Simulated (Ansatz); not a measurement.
SiH⁺, triplet in cc-pVTZ: errors against full CI

Geometry: that of the SiH, doublet, kept fixed. The singlet lies 2.2 eV lower here.

```xyz
2

Si    0.0000    0.0000    0.0000
H     0.0000    0.0000    1.5317
```

Basis cc-pVTZ; Ansatz 0.2.0. Only valence electrons are correlated (noble-gas cores frozen), which leaves 4 electrons in 43 orbitals. Prefix R: restricted or restricted open-shell reference; prefix U: unrestricted. Active spaces: valence = (4e, 5o) chosen from the atoms' valence shells.

Full CI is exact within this basis and frozen core; it isn't the basis-set limit. The frozen core follows each run's orbitals, which can shift R against U totals by a few meV.

For open shells CISD is restricted-active-space CI with the open shells as a complete middle space.

```
UHF ⟨S²⟩                          : 2.018
T1 diagnostic (RCCSD)             : 0.0458
largest doubles amplitude (RCCSD) : 0.084
T1 diagnostic (UCCSD)             : 0.0275
```

```json
{"level": "RHF", "E − E(full CI) (kJ/mol)": "192.1", "share of correlation (%)": "0.00", "wall time": "–"}
{"level": "UHF", "E − E(full CI) (kJ/mol)": "180.6", "share of correlation (%)": "5.99", "wall time": "–"}
{"level": "RMP2", "E − E(full CI) (kJ/mol)": "54.1", "share of correlation (%)": "71.81", "wall time": "–"}
{"level": "UMP2", "E − E(full CI) (kJ/mol)": "51.7", "share of correlation (%)": "73.10", "wall time": "–"}
{"level": "CISD", "E − E(full CI) (kJ/mol)": "6.4", "share of correlation (%)": "96.68", "wall time": "0.9 s"}
{"level": "RCCSD", "E − E(full CI) (kJ/mol)": "7.1", "share of correlation (%)": "96.32", "wall time": "–"}
{"level": "UCCSD", "E − E(full CI) (kJ/mol)": "6.3", "share of correlation (%)": "96.73", "wall time": "–"}
{"level": "RCCSD(T)", "E − E(full CI) (kJ/mol)": "1.8", "share of correlation (%)": "99.06", "wall time": "0.99 s"}
{"level": "UCCSD(T)", "E − E(full CI) (kJ/mol)": "1.5", "share of correlation (%)": "99.19", "wall time": "0.87 s"}
{"level": "BCCD(T)", "E − E(full CI) (kJ/mol)": "1.8", "share of correlation (%)": "99.08", "wall time": "1.3 s"}
{"level": "RCCSDT", "E − E(full CI) (kJ/mol)": "0.1", "share of correlation (%)": "99.95", "wall time": "–"}
{"level": "UCCSDT", "E − E(full CI) (kJ/mol)": "-0.1", "share of correlation (%)": "100.06", "wall time": "–"}
{"level": "RCCSDT(Q)", "E − E(full CI) (kJ/mol)": "0.0", "share of correlation (%)": "99.99", "wall time": "7.5 s"}
{"level": "UCCSDT(Q)", "E − E(full CI) (kJ/mol)": "-0.2", "share of correlation (%)": "100.10", "wall time": "7 s"}
{"level": "CASSCF (valence space)", "E − E(full CI) (kJ/mol)": "123.0", "share of correlation (%)": "35.93", "wall time": "–"}
{"level": "NEVPT2 (valence space)", "E − E(full CI) (kJ/mol)": "33.8", "share of correlation (%)": "82.39", "wall time": "0.84 s"}
{"level": "MRCISD (valence space)", "E − E(full CI) (kJ/mol)": "4.5", "share of correlation (%)": "97.68", "wall time": "–"}
{"level": "MRCISD+Q (valence space)", "E − E(full CI) (kJ/mol)": "0.4", "share of correlation (%)": "99.78", "wall time": "1.3 s"}
```

The correlation energy at full CI, counted from RHF, is -1.990 eV. That run took 2.1 s on 1 thread of Intel Xeon Platinum 8259CL, shared host over 203,780 determinants.

Times hold each run's SCF and search for its determinant on a shared host, so for small cases they say little of a method's own cost; they ran on 1 thread of Intel Xeon Platinum 8259CL.

The full-CI state has the irrep B1 of C2v, in the program's axes (one component, if the state is degenerate).

Natural occupations of full CI about the gap: 1.927 0.991 0.983 0.027 0.024 0.013 0.007 0.007 0.006 0.004; effectively unpaired electrons, Σ n²(2−n)², 2.03.
